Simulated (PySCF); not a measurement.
CF was optimised in PySCF in the def2-SVP basis family (density fitting, no spin–orbit coupling) with several functionals.

One of them gave a doublet of C∞v symmetry with a mean bond of 1.283 Å to C, wavenumbers 1309 cm⁻¹.

Problem. Which level of theory was it?
A. PBE0
B. B3LYP
C. PBE

Solution. C. That is PBE, with C–F 1.283 Å. The others give B3LYP 1.272 Å and 1355 cm⁻¹ for the highest mode; PBE0 1.265 Å and 1388 cm⁻¹ for the highest mode.

The entropy of CF lacks the orbital degeneracy of a ²Π state, up to R ln 2. The structures come from searches over a few start shapes, so lower isomers are not excluded.
